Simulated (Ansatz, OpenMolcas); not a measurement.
## Worked example: the enthalpy of formation of CH4O2 (methanediol)

The species is CH4O2 (7 atoms), meant as a singlet with charge 0. As SMILES, `OCO`. The shape is that of a PBE0-D4/def2-TZVP optimisation. This is a higher conformer, about 15 kJ/mol above the lowest found by a separate search.

Total energies at SVWN5/def2-TZVP (OpenMolcas 26.06); the atoms run unrestricted:

```tsv
species	state	energy (Eh)
CH4O2	singlet	-189.581160
O	triplet	-74.525567
C	triplet	-37.467389
H	doublet	-0.478344
```

Harmonic wavenumbers at PBE0-D4/def2-TZVP, in cm⁻¹: 186, 395, 549, 1002, 1089, 1097, 1169, 1375, 1413, 1442, 1511, 2997, 3136, 3861, 3862.

Measured heats of formation of the gaseous atoms at 298.15 K, in kJ/mol: O 249.2, C 716.9, H 218.0. Spin-orbit lowering of the atoms at 298 K (mean of the ground term's levels less their thermal mean, from spectra), in kJ/mol: O 0.40, C 0.02. Take 1 Eh = 2625.50 kJ/mol, 1 cm⁻¹ = 0.0119627 kJ/mol, RT = 2.479 kJ/mol.

Q: What heat of formation follows?

A: 
1. Electronic atomisation energy: 2 × (-74.525567) + (-37.467389) + 4 × (-0.478344) − (-189.581160) = 1.149261 Eh = 3017.4 kJ/mol.
2. Zero-point energy: half the sum of the wavenumbers, 12542 cm⁻¹ = 150.0 kJ/mol.
3. Thermal vibrational enthalpy, Σ hcν̃/(exp(hcν̃/kT) − 1): 3.2 kJ/mol. Translation, rotation and pV of a non-linear molecule: 4 RT = 9.9 kJ/mol.
4. The 7 free atoms carry 5/2 RT each: 43.4 kJ/mol.
5. Spin-orbit coupling lowers the free atoms by 2 × 0.40 + 0.02 = 0.8 kJ/mol.
6. Atomisation enthalpy at 298 K: 3017.4 − 0.8 − 150.0 − 3.2 − 9.9 + 43.4 = 2896.9 kJ/mol.
7. Sum of the atoms' heats of formation: 2087.3 kJ/mol. Heat of formation: 2087.3 − 2896.9 = -809.6 kJ/mol.

No measured value is set beside it here. The LDA overbinds, which puts heats of formation too low. Anharmonicity and any spin-orbit splitting of the molecule are left out.
